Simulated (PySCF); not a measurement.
PySCF input (r2SCAN/aug-cc-pVTZ):

```python
import numpy as np, basis_set_exchange as bse
from pyscf import gto, scf, dft, df

basis = {'H': gto.basis.parse(bse.get_basis('aug-cc-pVTZ', elements=['H'], fmt='nwchem'))}
mol = gto.M(
    atom='''
    H    -0.00000000   -0.00000000   -0.37201156
    H     0.00000000    0.00000000    0.37201156
    ''',
    basis=basis,
    charge=0,
    verbose=4,
    max_memory=8640,
)
mf = dft.RKS(mol, xc='r2scan')
mf = mf.density_fit(auxbasis=df.autoaux(mol))
mf.conv_tol = 1e-9
mf.max_cycle = 100
mf.grids.atom_grid = (99, 590)
mf.grids.prune = None
print('smallest overlap eigenvalue', np.linalg.eigvalsh(mol.intor('int1e_ovlp'))[0])
mf.kernel()
dip = mf.dip_moment()
```

Output:

```
PySCF version 2.14.0

[INPUT] verbose = 4
[INPUT] num. atoms = 2
[INPUT] num. electrons = 2
[INPUT] charge = 0
[INPUT] spin (= nelec alpha-beta = 2S) = 0
[INPUT] symmetry False subgroup None
[INPUT] Mole.unit = angstrom
[INPUT] Symbol           X                Y                Z      unit          X                Y                Z       unit  Magmom
[INPUT]  1 H      0.000000000000   0.000000000000  -0.372011560000 AA    0.000000000000   0.000000000000  -0.702999963572 Bohr   0.0
[INPUT]  2 H      0.000000000000   0.000000000000   0.372011560000 AA    0.000000000000   0.000000000000   0.702999963572 Bohr   0.0

nuclear repulsion = 0.711237590197466
number of shells = 12
number of NR pGTOs = 50
number of NR cGTOs = 46
basis = {'H': [[0, [33.87, 0.0, 0.006068, 0.0], [5.095, 0.0, 0.045308, 0.0], [1.159, 0.0, 0.202822, 0.0], [0.3258, 1.0, 0.503903, 0.0], [0.1027, 0.0, 0.383421, 1.0]], [0, [0.02526, 1.0]], [1, [1.407, 1.0, 0.0], [0.388, 0.0, 1.0]], [1, [0.102, 1.0]], [2, [1.057, 1.0]], [2, [0.247, 1.0]]]}
ecp = {}
ETB for H: l = 0, exps = 0.05052 * 1.8^n , n = 0..12
ETB for H: l = 1, exps = 0.12725999999999998 * 2^n , n = 0..5
ETB for H: l = 2, exps = 0.204 * 2.2^n , n = 0..4
ETB for H: l = 3, exps = 0.349 * 2.2^n , n = 0..3
smallest overlap eigenvalue 5.524673373975817e-05

******** <class 'pyscf.df.df_jk.DFRKS'> ********
method = DFRKS
initial guess = minao
damping factor = 0
level_shift factor = 0
DIIS = <class 'pyscf.scf.diis.CDIIS'>
diis_start_cycle = 1
diis_space = 8
diis_damp = 0
SCF conv_tol = 1e-09
SCF conv_tol_grad = None
SCF max_cycles = 100
direct_scf = False
XC library pyscf.dft.libxc version 7.1.2
    S. Lehtola, C. Steigemann, M. J. T. Oliveira, and M. A. L. Marques,  SoftwareX 7, 1–5 (2018)
XC functionals = r2scan
    J. W. Furness, A. D. Kaplan, J. Ning, J. P. Perdew, and J. Sun,  J. Phys. Chem. Lett. 11, 8208–8215 (2020)
    J. W. Furness, A. D. Kaplan, J. Ning, J. P. Perdew, and J. Sun,  J. Phys. Chem. Lett. 11, 9248–9248 (2020)
    J. W. Furness, A. D. Kaplan, J. Ning, J. P. Perdew, and J. Sun,  J. Phys. Chem. Lett. 11, 8208–8215 (2020)
    J. W. Furness, A. D. Kaplan, J. Ning, J. P. Perdew, and J. Sun,  J. Phys. Chem. Lett. 11, 9248–9248 (2020)
radial grids:
    Treutler-Ahlrichs [JCP 102, 346 (1995); DOI:10.1063/1.469408] (M4) radial grids

becke partition: Becke, JCP 88, 2547 (1988); DOI:10.1063/1.454033
pruning grids: None
grids dens level: 3
symmetrized grids: False
atomic radii adjust function: <function treutler_atomic_radii_adjust>
User specified grid scheme (99, 590)
small_rho_cutoff = 0
Set gradient conv threshold to 3.16228e-05
Initial guess from minao.
tot grids = 116824
init E= -0.956671056858717
  HOMO = -0.445247676528249  LUMO = 0.0385456294566884  gap/eV = 13.16469
cycle= 1 E= -1.1704762881246  delta_E= -0.214  |g|= 0.0481  |ddm|= 2.23
  HOMO = -0.385180286931469  LUMO = 0.0639351243945466  gap/eV = 12.22105
cycle= 2 E= -1.17126464024741  delta_E= -0.000788  |g|= 0.0113  |ddm|= 0.327
  HOMO = -0.396812872462795  LUMO = 0.0581041202366611  gap/eV = 12.37892
cycle= 3 E= -1.17130612829735  delta_E= -4.15e-05  |g|= 0.000176  |ddm|= 0.0485
  HOMO = -0.396847576030264  LUMO = 0.0581250151002855  gap/eV = 12.38043
cycle= 4 E= -1.17130613847264  delta_E= -1.02e-08  |g|= 1.78e-05  |ddm|= 0.000937
  HOMO = -0.396861120291431  LUMO = 0.058130906191361  gap/eV = 12.38096
cycle= 5 E= -1.17130613860548  delta_E= -1.33e-10  |g|= 1.35e-06  |ddm|= 0.000141
  HOMO = -0.396860152435233  LUMO = 0.05813288524733  gap/eV = 12.38099
Extra cycle  E= -1.17130613860647  delta_E= -9.87e-13  |g|= 2.68e-07  |ddm|= 1.04e-05
converged SCF energy = -1.17130613860647
Dipole moment(X, Y, Z, Debye):  0.00000,  0.00000,  0.00000
```
